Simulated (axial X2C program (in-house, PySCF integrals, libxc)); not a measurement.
**Linear HAlH⁺ at several levels**

How do method and spin–orbit coupling move the bonds and stretches of HAlH⁺, held linear?

Program: an in-house X2C program for linear molecules on PySCF integrals. Level of theory: all-electron X2C, two-component (2c) or spin-free, H dyall-v3z, Al dyall-v3z. These are calculated values, not measurements.

All values are calculated.

1 further run of the same task is left out (set aside as unsound or not needed).

## 1. Input

task.json reads:

```json
{"zs": [1, 13, 1], "q": 1, "bas": ["dyall-v3z", "dyall-v3z", "dyall-v3z"], "r0": [1.58, 1.58], "symm": 1, "scan": ["PBE0", "HF", "r2SCAN"], "levels": ["PBE0", "HF", "LDA"], "nst": 2}
```

Keys: zs atomic numbers; q charge; bas basis sets; r0 starting distance in Å; symm equal bonds; scan levels of the two-bond scan (MP2 follows by itself at each HF point); levels methods; nst determinants followed.

Command:

```
$ python solin.py task.json out
```

Masses H 1.008, Al 26.982, H 1.008 u.

## 2. Scan at PBE0, 2c

State: Ω = 0 (all partner blocks equally filled). Energies above the lowest point, from the job's result record:

```tsv
r(H–Al) (Å)	r(Al–H) (Å)	E (meV)
1.5151	1.5151	24.15
1.5151	1.5540	12.18
1.5151	1.5928	23.30
1.5540	1.5151	12.18
1.5540	1.5540	0.00
1.5540	1.5928	10.88
1.5540	1.6317	41.52
1.5928	1.5151	23.30
1.5928	1.5540	10.88
1.5928	1.5928	21.48
1.6317	1.5540	41.52
1.6317	1.6317	81.86
```

A quadratic surface with cubic terms in each bond gives the minimum at 1.554 and 1.554 Å, force constants 2.44, 2.44 and coupling -0.03 mdyn/Å.

## 3. Scan at HF, 2c

State: Ω = 0 (all partner blocks equally filled). Energies above the lowest point, from the job's result record:

```tsv
r(H–Al) (Å)	r(Al–H) (Å)	E (meV)
1.5151	1.5151	7.65
1.5151	1.5540	3.85
1.5151	1.5928	24.20
1.5540	1.5151	3.85
1.5540	1.5540	0.00
1.5540	1.5928	20.27
1.5540	1.6317	61.34
1.5928	1.5151	24.20
1.5928	1.5540	20.27
1.5928	1.5928	40.43
1.6317	1.5540	61.34
1.6317	1.6317	122.18
```

A quadratic surface with cubic terms in each bond gives the minimum at 1.540 and 1.540 Å, force constants 2.69, 2.69 and coupling -0.01 mdyn/Å.

## 4. Scan at r2SCAN, 2c

State: Ω = 0 (all partner blocks equally filled). Energies above the lowest point, from the job's result record:

```tsv
r(H–Al) (Å)	r(Al–H) (Å)	E (meV)
1.5151	1.5151	22.31
1.5151	1.5540	11.28
1.5151	1.5928	23.23
1.5540	1.5151	11.28
1.5540	1.5540	0.00
1.5540	1.5928	11.67
1.5540	1.6317	42.97
1.5928	1.5151	23.23
1.5928	1.5540	11.67
1.5928	1.5928	23.04
1.6317	1.5540	42.97
1.6317	1.6317	84.60
```

A quadratic surface with cubic terms in each bond gives the minimum at 1.553 and 1.553 Å, force constants 2.45, 2.45 and coupling -0.03 mdyn/Å.

## 5. The levels side by side

| level | r(H–Al) (Å) | r(Al–H) (Å) | lower stretch (cm⁻¹) | upper stretch (cm⁻¹) |
| --- | --- | --- | --- | --- |
| PBE0, 2c | 1.554 | 1.554 | 2016.9 | 2115.5 |
| HF, 2c | 1.540 | 1.540 | 2123.7 | 2210.7 |
| r2SCAN, 2c | 1.553 | 1.553 | 2016.1 | 2118.1 |
| MP2, 2c | 1.543 | 1.543 | 2083.8 | 2176.2 |
| PBE0, spin-free | 1.554 | 1.554 | 2017.1 | 2115.7 |
| HF, spin-free | 1.540 | 1.540 | 2123.8 | 2210.8 |
| r2SCAN, spin-free | 1.553 | 1.553 | 2016.3 | 2118.2 |
| MP2, spin-free | 1.543 | 1.543 | 2084.0 | 2176.3 |

Scans not shown above were run alike.

In words: Over the levels the H–Al bond spans 1.540 to 1.554 Å and the Al–H bond 1.540 to 1.554 Å. At PBE0 spin–orbit coupling leaves both bonds unchanged to 0.001 Å. Each state is one determinant, the lowest of a limited PBE0 search; the stretches come from a fit to few points and are good to some per cent at best. The stretches are sorted by size, and where the two bonds are alike the symmetric and antisymmetric modes can swap order between levels. MP2 freezes inner shells (threshold -2 hartree). The molecule was held linear; bending was not examined, so a bent shape may lie lower.
